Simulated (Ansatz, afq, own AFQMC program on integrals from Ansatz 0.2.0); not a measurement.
## Where AFQMC and coupled cluster stand for Sc, doublet

A free Sc atom.

Basis def2-TZVP. Noble-gas cores (and the filled d shells of Ga–Kr and In–Xe) are frozen. Integrals, coupled cluster, full CI and functionals: Ansatz 0.2.0; the random walks run on the same integrals in our own AFQMC program. ph-AFQMC/CISD is guided by a CISD state made of CCSD amplitudes; releasing the constraint for a short imaginary time cuts its bias at the price of noise, slowly where states lie close. ± is one standard error of the sampling. The metal's outer-core s and p shells are frozen, which shifts wave-function levels against functionals.

Determinant: UHF, the one that the program's search chose, which needn't be the lowest solution.

Full CI on the same integrals is exact in this basis and with this determinant's frozen core.

Cautions: no relativity below Rb; outer-core shells of the metal frozen; the ph-AFQMC/HF walk drifts between its halves (2.6 errors); the ph-AFQMC/CISD walk drifts between its halves (2.0 errors).

The T1 diagnostic is 0.0271, the weight of the determinant in the CISD state is 0.919 and the ⟨S²⟩ of the determinant is 0.762. The size of the correlated space is 3 electrons in 36 orbitals.

Reference: full CI, correlation energy -1.049 eV. The released energy is read at 1.50 1/Eh (meV from the phaseless value at times in 1/Eh: -0.9 ± 0.9 at 0.24, -2.0 ± 0.9 at 0.50, -2.5 ± 0.9 at 1.00, -3.3 ± 1.0 at 1.50).

```csv
level,E − E(reference) (kcal/mol),share of correlation (%)
HF,24.18,0.00
MP2,7.86,67.48
CCSD,0.83,96.55
CCSD(T),0.32,98.69
ph-AFQMC/HF,1.19 ± 0.29,95.10
ph-AFQMC/CISD,0.22 ± 0.02,99.10
released AFQMC,0.14 ± 0.02,99.42
```

A walk keeps the symmetry of its determinant, which the program's search chose and which needn't be the lowest solution, so a lower state of the same spin and another symmetry isn't excluded. Released energies are given only where the last usable release times agree within the noise; a slower fall can still hide under it.
